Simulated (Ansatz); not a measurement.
Zinc-blende HgTe: PBE at its full settings (plane-wave cutoff 520 eV, 10×10×10 k mesh, Fermi–Dirac smearing 0.01 eV, scalar-relativistic PAW data made under PBE) and at cheaper ones, in a cell of 2 atoms with Γ-centred meshes.

| level and setting | lattice constant a (Å) | bulk modulus (GPa) |
|---|---|---|
| PBE (Ansatz) | 6.650 | 34.2 |
| PBE (2×2×2 k mesh) (Ansatz) | 6.967 | 22.4 |
| PBE (4×4×4 k mesh) (Ansatz) | ___ | ___ |
| PBE (6×6×6 k mesh) (Ansatz) | 6.654 | 34.1 |
| PBE (Fermi-Dirac smearing of 0.3 eV) (Ansatz) | 6.666 | 32.2 |

### Question
Some entries are withheld; supply them.

### Answer

- PBE (4×4×4 k mesh) (Ansatz, a program for electronic structure), lattice constant a (Å): 6.675
- PBE (4×4×4 k mesh) (Ansatz), bulk modulus (GPa): 33.2

Largest shifts from the full settings: lattice constant a +4.77 % (PBE (2×2×2 k mesh)), against a difference of +2.94 % of the full result from the reference 6.46 Å (measured, room temperature, not corrected to a static lattice; as tabulated in Cava et al. (2013), arXiv:1302.1059); bulk modulus -35 % (PBE (2×2×2 k mesh)), against a difference of -19.1 % of the full result from the reference 42.3 GPa (measured, temperature not stated, not corrected to a static lattice; as tabulated in Toher et al. (2017), arXiv:1611.05714).

Ansatz's density-functional and Hartree–Fock values are scalar-relativistic unless marked +SOC, with PAW data made under PBE.

Run with cheap settings on purpose, which may leave them unconverged: PBE (2×2×2 k mesh), PBE (4×4×4 k mesh), PBE (6×6×6 k mesh), PBE (Fermi-Dirac smearing of 0.3 eV).
